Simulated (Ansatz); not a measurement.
in.yaml

```yaml
crystal:
  periodic: [false, false, false]
  atoms:
    - {symbol: Ge, position_ang: [0.000000, 0.000000, 1.748873]}
    - {symbol: B, position_ang: [0.000000, 0.000000, -0.213937]}
    - {symbol: H, position_ang: [0.000000, 0.000000, -1.534937]}
basis:
  gaussian: {orbitals: cc-pVTZ}
magnetization: {spin_polarized: false}
correlation: {method: ccsdt_q, electrons: outside_noble_gas}
```

```sh
$ ansatz run in.yaml --threads 1 --pin off --events-out ev --progress --plain --max-ram 2393MiB
```

Log:

```
973 factors; integrals over basis functions are off by at most 2.3e-7 eV
mean field evaluation 1: about -57157.9579 eV, gradient 9.4e0 eV
mean field evaluation 2: about -57157.9984 eV, gradient 9.5e0 eV
mean field evaluation 4: about -57158.6266 eV, gradient 1.3e0 eV
mean field evaluation 8: about -57158.6348 eV, gradient 7.7e-4 eV
mean field evaluation 16: about -57158.5710 eV, gradient 1.3e0 eV
mean field evaluation 32: about -57158.6385 eV, gradient 6.7e-1 eV
mean field -57158.63482800 eV, -2100.5410864150 hartree, gradient 2.5e-6 eV, S^2 0.000000; 2 other end points of the search recorded, 0 dependent functions left out; unrestricted orbitals would lower it
mean field evaluation 64: about -57158.7891 eV, gradient 8.2e0 eV
15 core orbitals not correlated: weight in the atoms' cores, before any rotation towards them, 1.000 or more for the frozen orbitals, at most 0.000 for the correlated occupied ones
reference -57158.63482800 eV, -2100.5410864150 hartree; 4, 4 occupied and 68, 68 virtual orbitals, 973 factors
second order -4.58172401 eV of doubles, -0.00000000 eV of singles
cycle   1  -5.12362004 eV  change   -5.4e-1 eV  update   9.5e-2
cycle   2  -5.57336293 eV  change   -4.5e-1 eV  update   5.0e-2
cycle   3  -5.76963246 eV  change   -2.0e-1 eV  update   2.7e-2
...
cycle  16  -5.82983644 eV  change    3.6e-5 eV  update   9.0e-5
cycle  17  -5.82983855 eV  change   -2.1e-6 eV  update   3.9e-5
cycle  18  -5.82982739 eV  change    1.1e-5 eV  update   2.2e-5
cycle  19  -5.82983620 eV  change   -8.8e-6 eV  update   1.0e-5
cycle  20  -5.82984782 eV  change   -1.2e-5 eV  update   5.4e-6
cycle  21  -5.82985234 eV  change   -4.5e-6 eV  update   3.6e-6
cycle  22  -5.82986025 eV  change   -7.9e-6 eV  update   2.4e-6
cycle  23  -5.82986621 eV  change   -6.0e-6 eV  update   1.2e-6
cycle  24  -5.82986774 eV  change   -1.5e-6 eV  update   4.3e-7
cycle  25  -5.82986784 eV  change   -1.1e-7 eV  update   1.8e-7
perturbative correction -0.07620436 eV, -0.0028004584 hartree
WARN: these amplitudes may be one of several solutions (largest doubles amplitude 0.57, level shift 0.00 eV)
Total energy: -57164.54090021 eV, -2100.7581305650 hartree
```

Ran on 1 thread of Arm Neoverse V2, shared host: 45 s wall, 0.6 GiB peak host memory.
